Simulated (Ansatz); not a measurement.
Geometry optimisation, RKS B3LYP-D4/def2-SVP in Ansatz 0.2.0.

The input (input.yaml):

```yaml
crystal:
  periodic: [false, false, false]
  atoms:
    - { symbol: B, position_ang: [-0.092976, -0.289311, 0.023667] }
    - { symbol: Cl, position_ang: [0.107966, -0.734009, 1.791504] }
    - { symbol: O, position_ang: [0.936407, -0.408346, -0.821496] }
    - { symbol: H, position_ang: [1.762008, -0.671016, -0.390638] }
    - { symbol: H, position_ang: [-1.17964, 0.006691, -0.382235] }
    - { symbol: H, position_ang: [0.152502, 2.04749, 0.50162] }
    - { symbol: H, position_ang: [0.151534, 1.766802, 1.163977] }
basis:
  gaussian: { orbitals: def2-SVP }
hamiltonian:
  xc: b3lyp
  dispersion: d4
relax:
  f_tol: 0.03
  max_steps: 50
```

Launched with:

```bash
$ ansatz run input.yaml --threads 1 --pin off --max-ram 2048MiB --backend cpu --events-out ev --progress --plain --runs-dir out
```

Question: Where does it end, and by what steps?

Answer: The forces met the threshold. The force dipped under the threshold on the way, but the program's further checks kept it going. After 18 steps the energy has fallen by 0.190 eV; H6 moved furthest, 0.98 Å.

```csv
step,energy less start (eV),largest force component (eV/Å),accepted
0,0.0000,1.467,yes
1,-0.1194,0.645,yes
2,-0.1671,0.455,yes
3,-0.1769,0.319,yes
4,-0.1694,0.750,no
5,-0.1821,0.132,yes
6,-0.1840,0.040,yes
7,-0.1774,0.407,no
8,-0.1845,0.015,yes
9,-0.1852,0.091,yes
10,-0.1796,0.331,no
11,-0.1866,0.015,yes
12,-0.1870,0.093,yes
13,-0.1873,0.065,yes
14,-0.1881,0.058,yes
15,-0.1883,0.092,yes
16,-0.1885,0.122,yes
17,-0.1893,0.010,yes
18,-0.1895,0.018,yes
```

```xyz
7
Properties=species:S:1:pos:R:3
B -0.130 -0.656 -0.085
Cl 0.087 -0.736 1.681
O 0.919 -0.738 -0.914
H 1.772 -0.836 -0.467
H -1.232 -0.532 -0.539
H 0.248 2.931 0.906
H 0.173 2.286 1.304
```

Whether the end is a true minimum wasn't checked by a vibrational analysis.

Time of the run: 41 s on 1 thread of Intel(R) Xeon(R) Platinum 8259CL CPU @ 2.50GHz (Skylake/Cascade Lake) (shared host), peak memory 0.15 GiB.
